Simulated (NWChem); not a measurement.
All runs are NWChem calculations. System: chloromethane (CH3Cl), charge 0, spin multiplicity 1, at a geometry optimised with PBE/def2-SVP. Level: EOM-CCSD/aug-cc-pVDZ, 6 core orbitals frozen.

Part of the output:

```
             Northwest Computational Chemistry Package (NWChem) 7.3.0
             --------------------------------------------------------

                                NWChem Input Module
                                -------------------

 Scaling coordinates for geometry "geometry" by  1.889725989
 (inverse scale =  0.529177249)

 Turning off AUTOSYM since
 SYMMETRY directive was detected!

                             Geometry "geometry" -> ""
                             -------------------------

 Output coordinates in angstroms (scale by  1.889725989 to convert to a.u.)

  No.       Tag          Charge          X              Y              Z
 ---- ---------------- ---------- -------------- -------------- --------------
    1 C                    6.0000     1.12787200    -0.05681800     0.00000000
    2 Cl                  17.0000    -0.66097100     0.03329700     0.00000000
    3 H                    1.0000     1.46348300    -0.59668600     0.90464700
    4 H                    1.0000     1.46348300    -0.59668600    -0.90464700
    5 H                    1.0000     1.54231100     0.96822800     0.00000000

 Effective nuclear repulsion energy (a.u.)      50.9037397874

            Nuclear Dipole moment (a.u.)
            ----------------------------
        X                 Y               Z
 ---------------- ---------------- ----------------
     0.0000037795    -0.0000056692     0.0000000000

      Symmetry information
      --------------------

 Group name             Cs
 Group number              2
 Group order               2
 No. of unique centers     4

      Symmetry unique atoms

     1    2    3    5


 Summary of "ao basis" -> "" (spherical)
 ------------------------------------------------------------------------------
       Tag                 Description            Shells   Functions and Types
 ---------------- ------------------------------  ------  ---------------------
 *                        aug-cc-pvdz                 on all atoms

 Summary of "ao basis" -> "ao basis" (spherical)
 ------------------------------------------------------------------------------
       Tag                 Description            Shells   Functions and Types
 ---------------- ------------------------------  ------  ---------------------
 C                        aug-cc-pvdz                9       23   4s3p2d
 Cl                       aug-cc-pvdz               11       27   5s4p2d
 H                        aug-cc-pvdz                5        9   3s2p

                                 NWChem SCF Module
                                 -----------------

  ao basis        = "ao basis"
  functions       =    77
  atoms           =     5
  closed shells   =    13
  open shells     =     0
  charge          =   0.00
  wavefunction    = RHF
  use symmetry    = T
  symmetry adapt  = T

 Summary of "ao basis" -> "ao basis" (spherical)
 ------------------------------------------------------------------------------
       Tag                 Description            Shells   Functions and Types
 ---------------- ------------------------------  ------  ---------------------
 C                        aug-cc-pvdz                9       23   4s3p2d
 Cl                       aug-cc-pvdz               11       27   5s4p2d
 H                        aug-cc-pvdz                5        9   3s2p

      Symmetry analysis of basis
      --------------------------

        a'         51
        a"         26

 Forming initial guess at       0.0s

      Superposition of Atomic Density Guess
      -------------------------------------

 Sum of atomic energies:        -498.64113208

      Non-variational initial energy
      ------------------------------

 Total energy =    -499.324901
 1-e energy   =    -787.616932
 2-e energy   =     237.388291
 HOMO         =      -0.385321
 LUMO         =       0.016875

      Symmetry analysis of molecular orbitals - initial
      -------------------------------------------------

  Numbering of irreducible representations:

     1 a'          2 a"

  Orbital symmetries:

     1 a'          2 a'          3 a'          4 a'          5 a'
     6 a"          7 a'          8 a'          9 a'         10 a"
[...]
   0.0100023447935   0.2892162284606    7.86998     0.9     0.9

 Iteration  13 using   27 trial vectors
   0.0025924016216   0.2726300882183    7.41865
   0.0038801561445   0.2891257546852    7.86752     0.9     0.9

 Iteration  14 using   29 trial vectors
   0.0011683373596   0.2726034411036    7.41792
   0.0018768911429   0.2890738855186    7.86610     0.9     0.9

 Iteration  15 using   31 trial vectors
   0.0006490539334   0.2726018577225    7.41788
   0.0011742950023   0.2890564170095    7.86563     1.0     1.0

 Iteration  16 using   33 trial vectors
   0.0003125109982   0.2726052722025    7.41797
   0.0006234881257   0.2890660699399    7.86589     0.9     0.9

 Iteration  17 using   35 trial vectors
   0.0001356907724   0.2726070916064    7.41802
   0.0002891651331   0.2890720852076    7.86606     0.9     0.9

 Iteration  18 using   37 trial vectors
   0.0000583146625   0.2726069886169    7.41802
   0.0001325188959   0.2890725035990    7.86607     0.9     0.9

 Iteration  19 using   39 trial vectors
   0.0000302122856   0.2726068580694    7.41801
   0.0000766419431   0.2890721148857    7.86606     1.0     1.0

 Iteration  20 using   41 trial vectors
   0.0000146894499   0.2726066251830    7.41801
   0.0000416779350   0.2890716219907    7.86604     0.9     0.9

 Iteration  21 using   43 trial vectors
   0.0000064914929   0.2726066001502    7.41801
   0.0000188221374   0.2890715623189    7.86604     0.9     0.9

 Iteration  22 using   44 trial vectors
   0.0000032845591   0.2726066420669    7.41801
   0.0000076348809   0.2890716281291    7.86604     0.6     0.6
 --------------------------------------------------------------
 Iterations converged
 ------------------

 Excited state root  1
 Excitation energy / hartree =        0.272606642066853
                   / eV      =        7.418007316772057
 largest EOMCCSD amplitudes: R1 and R2

 Singles contributions
    14a'  (alpha) ---    12a'  (alpha)        0.4723314958
    17a'  (alpha) ---    12a'  (alpha)       -0.4322448034
    18a'  (alpha) ---    12a'  (alpha)       -0.2808154005
    21a'  (alpha) ---    12a'  (alpha)       -0.3889781611
    24a'  (alpha) ---    12a'  (alpha)        0.4447304450
    27a'  (alpha) ---    12a'  (alpha)       -0.1007573154
    30a'  (alpha) ---    12a'  (alpha)        0.1244102300

 Doubles contributions
 ------------------

 Excited state root  2
 Excitation energy / hartree =        0.289071628129104
                   / eV      =        7.866042574292945
 largest EOMCCSD amplitudes: R1 and R2

 Singles contributions
    14a'  (alpha) ---    12a'  (alpha)        0.6189587020
    17a'  (alpha) ---    12a'  (alpha)        0.5974974773
    21a'  (alpha) ---    12a'  (alpha)       -0.1893946791
    24a'  (alpha) ---    12a'  (alpha)       -0.2938911564

 Doubles contributions

 =========================================
 Excited-state calculation ( a"  symmetry)
 =========================================
 Dim. of EOMCC iter. space      500

 EOMCCSD SOLVER TYPE  1
  maxdiff =   0.49481030335483550

 No. of initial right vectors    3

 EOM-CCSD right-hand side iterations
 --------------------------------------------------------------
      Residuum       Omega / hartree  Omega / eV    Cpu    Wall
 --------------------------------------------------------------

 Iteration   1 using    3 trial vectors
   0.4513640467685   0.3993201195981   10.86606
   0.4461250715529   0.4296536371216   11.69148     1.3     1.3

 Iteration   2 using    5 trial vectors
   0.0859454871821   0.3059941661728    8.32653
   0.0726270477306   0.3425928818081    9.32243     0.8     0.8

 Iteration   3 using    7 trial vectors
   0.0819484200240   0.2964865561163    8.06781
   0.0546321559700   0.3374747528592    9.18316     0.8     0.8

 Iteration   4 using    9 trial vectors
   0.0580733677062   0.2865179933597    7.79655
   0.0395155376814   0.3328575234384    9.05752     0.8     0.8

 Iteration   5 using   11 trial vectors
   0.0307056355005   0.2821665275817    7.67815
   0.0178537252055   0.3306335117268    8.99700     0.8     0.8

 Iteration   6 using   13 trial vectors
   0.0307824691111   0.2812738330559    7.65385
   0.0118717596055   0.3305451851691    8.99460     0.8     0.8

 Iteration   7 using   15 trial vectors
   0.0329590039089   0.2792977144159    7.60008
   0.0418459224741   0.3295820265617    8.96839     0.8     0.8

 Iteration   8 using   17 trial vectors
   0.0310847344202   0.2776194364961    7.55441
   0.0970607493991   0.3141372562715    8.54811     0.8     0.8

 Iteration   9 using   19 trial vectors
   0.0442644123196   0.2761152827582    7.51348
   0.0913605607573   0.2976186824455    8.09862     0.9     0.9

 Iteration  10 using   21 trial vectors
   0.0312433709273   0.2738478240232    7.45178
   0.0474260067581   0.2909267080045    7.91652     0.9     0.9

 Iteration  11 using   23 trial vectors
   0.0132763930793   0.2728423580278    7.42442
   0.0189410327291   0.2896217958747    7.88101     0.9     0.9

 Iteration  12 using   25 trial vectors
   0.0052162711945   0.2726511042212    7.41922
   0.0072403080914   0.2891648642484    7.86858     0.9     0.9

 Iteration  13 using   27 trial vectors
   0.0021093530995   0.2725844365301    7.41740
   0.0029442894229   0.2890814517197    7.86631     0.9     0.9

 Iteration  14 using   29 trial vectors
   0.0009062188951   0.2726068878984    7.41801
   0.0013083371814   0.2890716560691    7.86604     0.8     0.8

 Iteration  15 using   31 trial vectors
   0.0003987859484   0.2726088542434    7.41807
   0.0006096233346   0.2890701127512    7.86600     0.9     0.9

 Iteration  16 using   33 trial vectors
   0.0001763798138   0.2726069434000    7.41802
   0.0002821969000   0.2890701719980    7.86600     0.9     0.9

 Iteration  17 using   35 trial vectors
   0.0000795888170   0.2726067584859    7.41801
   0.0001311810585   0.2890712557014    7.86603     0.9     0.9

 Iteration  18 using   37 trial vectors
   0.0000342139330   0.2726068354106    7.41801
   0.0000580295846   0.2890715933927    7.86604     0.9     0.9

 Iteration  19 using   39 trial vectors
   0.0000160981530   0.2726066795403    7.41801
   0.0000283941760   0.2890716066181    7.86604     1.0     1.0

 Iteration  20 using   41 trial vectors
   0.0000070160199   0.2726066367591    7.41801
   0.0000129265934   0.2890716967589    7.86604     1.0     1.0

 Iteration  21 using   42 trial vectors
   0.0000031350878   0.2726066666697    7.41801
   0.0000056992883   0.2890716909131    7.86604     0.5     0.5
 --------------------------------------------------------------
 Iterations converged
 ------------------

 Excited state root  1
 Excitation energy / hartree =        0.272606666669729
                   / eV      =        7.418007986250665
 largest EOMCCSD amplitudes: R1 and R2

 Singles contributions
    14a'  (alpha) ---    13a"  (alpha)        0.4746640798
    17a'  (alpha) ---    13a"  (alpha)       -0.4343783241
    18a'  (alpha) ---    13a"  (alpha)       -0.2822023381
    21a'  (alpha) ---    13a"  (alpha)       -0.3908986408
    24a'  (alpha) ---    13a"  (alpha)        0.4469250707
    27a'  (alpha) ---    13a"  (alpha)       -0.1012548548
    30a'  (alpha) ---    13a"  (alpha)        0.1250243590

 Doubles contributions
 ------------------

 Excited state root  2
 Excitation energy / hartree =        0.289071690913130
                   / eV      =        7.866044282733949
 largest EOMCCSD amplitudes: R1 and R2

 Singles contributions
    14a'  (alpha) ---    13a"  (alpha)        0.6229381119
    17a'  (alpha) ---    13a"  (alpha)        0.6013400057
    21a'  (alpha) ---    13a"  (alpha)       -0.1906110336
    24a'  (alpha) ---    13a"  (alpha)       -0.2957804218

 Doubles contributions

 Task  times  cpu:       52.5s     wall:       52.5s

 Total times  cpu:       52.5s     wall:       52.5s
```

Q: Write an NWChem input that would produce this output.

A: This is not unique; one that fits is 
```
start mol
memory heap 100 mb stack 700 mb global 1900 mb
geometry units angstroms nocenter noautoz
  C      1.127872    -0.056818     0.000000
  Cl    -0.660971     0.033297     0.000000
  H      1.463483    -0.596686     0.904647
  H      1.463483    -0.596686    -0.904647
  H      1.542311     0.968228     0.000000
  symmetry group Cs
end
basis spherical
  * library aug-cc-pvdz
end
scf
  rhf
  nopen 0
  maxiter 100
  thresh 1e-7
  semidirect memsize 60000000 filesize 0
end
tce
  freeze core 6
  ccsd
  nroots 2
  2eorb
  2emet 13
  thresh 1e-5
  maxiter 200
  tilesize 24
end
task tce energy
```
